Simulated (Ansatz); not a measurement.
One stationary structure of Fe. Space group Im-3m (No. 229), bcc (W type). Computed with r2SCAN (plane waves to 500 eV, PAW, scalar-relativistic; Ansatz, an electronic-structure program).

```cif
data_Fe2
_chemical_formula_sum 'Fe2'
_space_group_name_H-M_alt 'Im-3m'
_space_group_IT_number 229
_space_group_name_Hall '-I 4 2 3'
_cell_length_a 2.86498
_cell_length_b 2.86498
_cell_length_c 2.86498
_cell_angle_alpha 90.000
_cell_angle_beta 90.000
_cell_angle_gamma 90.000
loop_
_atom_site_label
_atom_site_type_symbol
_atom_site_symmetry_multiplicity
_atom_site_Wyckoff_symbol
_atom_site_fract_x
_atom_site_fract_y
_atom_site_fract_z
_atom_site_occupancy
Fe1 Fe 2 a 0.00000 0.00000 0.00000 1
```
(The calculation used a cell of 1 atom; values per cell refer to that cell.)

**Question.** Predict the magnetic moment from r2SCAN.

**Answer.** Net 2.64 μB/atom, ferromagnetic.

Spin state reached: ferromagnetic (net 2.64 μB/atom), from parallel starting moments; other spin orders were not run from this start. r2SCAN tends to overstate moments in metals.

Measured for Fe: a 2.853 Å (static lattice; corrected from measurement; as listed in Daniel Mejia-Rodriguez, S. B. Trickey, Phys. Rev. B (2018)). Computed minus measured — a: r2SCAN +0.4 %. The computed values are for a static lattice.

The run could not lose the symmetry of its start.

It was reached from a disturbed copy of a P6/mmm (No. 191) cell (AFLOW prototype A_hP1_191_a (A_f, as in Sn)), against which it lies -0.41 eV/atom.
